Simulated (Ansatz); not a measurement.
# H6N2: the cost of one run

Program: Ansatz 0.2.0. Level of theory: the levels named in each step. These are calculated values, not measurements.

## (1) The system as given

Bond lengths: N1–H3 1.014 Å, N1–H4 1.018 Å, N1–H5 1.013 Å, N2–H6 1.013 Å, N2–H7 1.012 Å, N2–H8 1.013 Å. Angles: H3–N1–H4 107.4°, H3–N1–H5 107.0°, H4–N1–H5 106.7°, H6–N2–H7 107.6°, H6–N2–H8 108.3°, H7–N2–H8 107.2°.

As a file:

```xyz
8

N    -1.2592   -0.8401    0.5129
N     1.1631    0.8290   -0.4789
H    -1.4218   -1.5310   -0.2115
H    -0.4948   -0.2449    0.1990
H    -0.9235   -1.3394    1.3279
H     0.8090    1.3206   -1.2911
H     1.3087    1.5128    0.2529
H     2.0697    0.4414   -0.7119
```

## (2) A rough first relaxation, PBE-D4/def2-SVP

input.yaml reads:

```yaml
crystal:
  periodic: [false, false, false]
  atoms:
    - { symbol: "N", position_ang: [-1.25922, -0.84013, 0.51286] }
    - { symbol: "N", position_ang: [1.16315, 0.82899, -0.47888] }
    - { symbol: H, position_ang: [-1.42182, -1.53101, -0.21153] }
    - { symbol: H, position_ang: [-0.49481, -0.24489, 0.19902] }
    - { symbol: H, position_ang: [-0.92352, -1.33939, 1.32795] }
    - { symbol: H, position_ang: [0.80898, 1.32064, -1.29105] }
    - { symbol: H, position_ang: [1.30872, 1.51282, 0.25291] }
    - { symbol: H, position_ang: [2.0697, 0.44141, -0.71194] }
basis:
  gaussian: { orbitals: def2-SVP }
hamiltonian:
  xc: pbe
  dispersion: d4
relax:
  f_tol: 0.03
  max_steps: 200
```

The run is started by

```bash
ansatz run input.yaml --threads 2 --pin off --max-ram 5120MiB --backend cpu --events-out ev --progress --plain --runs-dir out
```

Q: Estimate wall time and peak memory on 2 threads of Oxide Virtual Turin-like (Zen 5), shared host.

About 8.2 s, with a peak of 0.11 GiB.
